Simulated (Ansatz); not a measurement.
BNH4S, closed shell: at the start structure of a reaction step.

The input file, in.yaml:

```yaml
crystal:
  periodic: [false, false, false]
  atoms:
    - {symbol: B, position_ang: [-0.426034, 0.164937, -0.466580]}
    - {symbol: N, position_ang: [0.494351, 0.720319, 0.416627]}
    - {symbol: S, position_ang: [-0.790257, -1.602322, -0.603987]}
    - {symbol: H, position_ang: [0.055168, -2.056352, 0.338060]}
    - {symbol: H, position_ang: [-1.042567, 0.872605, -1.205492]}
    - {symbol: H, position_ang: [0.661157, 1.710470, 0.454403]}
    - {symbol: H, position_ang: [1.048183, 0.190243, 1.066969]}
basis:
  gaussian: {orbitals: def2-TZVPP}
hamiltonian: {xc: {name: CAM-B3LYP}, dispersion: d4}
```

Run by:

```bash
ansatz run in.yaml --threads 2 --pin off --events-out ev --progress --plain --max-ram 4352MiB
```

What Ansatz 0.2.0 printed:

```
Functional definition: CAM-B3LYP
  name "CAM-B3LYP"
  cite "Yanai, Tew & Handy, Chem. Phys. Lett. 393, 51 (2004) doi:10.1016/j.cplett.2004.06.011"
  cite "Iikura, Tsuneda, Yanai & Hirao, J. Chem. Phys. 115, 3540 (2001) doi:10.1063/1.1383587"
  cite "Becke, Phys. Rev. A 38, 3098 (1988) doi:10.1103/PhysRevA.38.3098"
  cite "Lee, Yang & Parr, Phys. Rev. B 37, 785 (1988) doi:10.1103/PhysRevB.37.785"
  cite "Vosko, Wilk & Nusair, Can. J. Phys. 58, 1200 (1980) doi:10.1139/p80-159"
  parameter alpha = 0.19
  parameter beta = 0.46
  parameter omega = 0.33/bohr
  parameter ac = 0.81
  # Exact exchange under (alpha + beta erf(omega r))/r, Becke's under what is left of 1/r.
  exchange = (1 - alpha - beta)*b88_x + beta*b88_x_sr(omega) + alpha*exact_x + beta*exact_x_lr(omega)
  correlation = (1 - ac)*vwn5_c + ac*lyp_c
856 factors; their error is unknown
219 factors; integrals over basis functions are off by at most 1.5e-5 eV
mean field evaluation 1: about -13063.9805 eV, gradient 5.3e1 eV
mean field evaluation 2: about -13062.1223 eV, gradient 5.9e1 eV
mean field evaluation 4: about -13069.2231 eV, gradient 1.9e0 eV
mean field evaluation 8: about -13069.2332 eV, gradient 8.8e-2 eV
mean field evaluation 16: about -13069.2404 eV, gradient 3.4e-5 eV
mean field -13069.24040871 eV, -480.2857263708 hartree, gradient 3.4e-5 eV, S^2 0.000000; 0 other end points of the search recorded, 0 dependent functions left out
reference -13069.24051737 eV, -480.2857303639 hartree; 16, 16 occupied and 144, 144 virtual orbitals, 856 factors
Total energy: -13069.32841141 eV, -480.2889604103 hartree
```

The run took about 1.9 s on 2 CPU threads of an Arm Neoverse V2 (shared host).
